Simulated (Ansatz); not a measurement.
## BH5S, SMILES [BH3-][SH2+]: a composite energy at a relaxed geometry

Computed with the Ansatz DFT code, driven from Python.

`bh5s.xyz`
```text
7

B    -0.45220   -0.42350   -0.46290
S     0.58480    0.85090    0.38090
H    -1.65990    0.00940   -0.47120
H    -0.35750   -1.41600    0.08320
H    -0.14030   -0.51530   -1.62080
H     0.17560    1.01690    1.67880
H     1.91070    0.40970    0.36610
```

Script `bh5s.py`:
```python
import warnings

import ansatz as az
import numpy as np

BASIS = "def2-SVP"
FUNCTIONAL = "PBE0"
VDW = "d3bj"


def main() -> None:
    warnings.simplefilter("ignore", az.DeckWarning)

    mol = az.Crystal.molecule_from_extxyz("bh5s.xyz")

    setup = mol.calculation().basis(gaussian=BASIS).functional(FUNCTIONAL, dispersion=VDW)
    symbols = [site.symbol for site in mol.cartesian_sites]
    start = np.array([site.position_ang for site in mol.cartesian_sites], dtype=float)
    data = setup.relax(force_tolerance=0.01).run().report
    end = np.array(data["positions_ang"])
    print("final positions (A) and the move of each atom")
    for symbol, xyz, old in zip(symbols, end, start):
        print(f"{symbol:2s} {xyz[0]:10.5f} {xyz[1]:10.5f} {xyz[2]:10.5f}   {np.linalg.norm(xyz - old):7.4f}")

    minimum = az.Crystal.molecule()
    for symbol, place in zip(symbols, end):
        minimum = minimum.atom(symbol, place.tolist())
    at_minimum = minimum.calculation()
    level = lambda method, basis: at_minimum.basis(gaussian=basis).correlation(method).run().report
    small, large, cluster = level("mp2", "cc-pVDZ"), level("mp2", "cc-pVTZ"), level("ccsd_t", "cc-pVDZ")
    corr = lambda each: (each["free_energy_ev"] - each["reference_energy_ev"]) / 27.211386246
    mp2_limit = (27 * corr(large) - 8 * corr(small)) / 19
    pieces = {"HF / cc-pVTZ": large["reference_energy_ev"] / 27.211386246, "MP2 correlation, DZ-TZ limit": mp2_limit, "CCSD(T) - MP2 / cc-pVDZ": corr(cluster) - corr(small)}
    for name, value in pieces.items():
        print(f"{name:32s} {value:14.6f} Ha")
    print(f"{'sum':32s} {sum(pieces.values()):14.6f} Ha")
    print("T1 diagnostic", round(cluster["correlation"]["coupled_cluster"]["t1_diagnostic"], 4))


if __name__ == "__main__":
    main()
```

```console
$ python bh5s.py
final positions (A) and the move of each atom
B    -0.53117   -0.46595   -0.51006    0.1013
S     0.57473    0.98489    0.29494    0.1595
H    -1.63773    0.03771   -0.43340    0.0522
H    -0.34625   -1.46108    0.16166    0.0912
H    -0.07552   -0.48542   -1.63963    0.0738
H     0.28859    0.91241    1.61627    0.1661
H     1.78856    0.40955    0.46432    0.1567
HF / cc-pVTZ                        -425.113775 Ha
MP2 correlation, DZ-TZ limit          -0.355630 Ha
CCSD(T) - MP2 / cc-pVDZ               -0.050110 Ha
sum                                 -425.519514 Ha
T1 diagnostic 0.0089
```

Total energies depend on the basis set; only differences at equal settings carry meaning. The sum leaves out core correlation, relativity, the Hartree-Fock basis error and zero-point energy; a DZ-TZ extrapolation is rough. Inner cores stay frozen, so this is valence correlation. For Al to Cl the sets with a tight d function, cc-pV(X+d)Z, are usual. Hardware and time: 11 s on 1 thread of Intel(R) Xeon(R) CPU @ 2.60GHz (Ice Lake), on a shared host, peak memory 0.27 GiB.
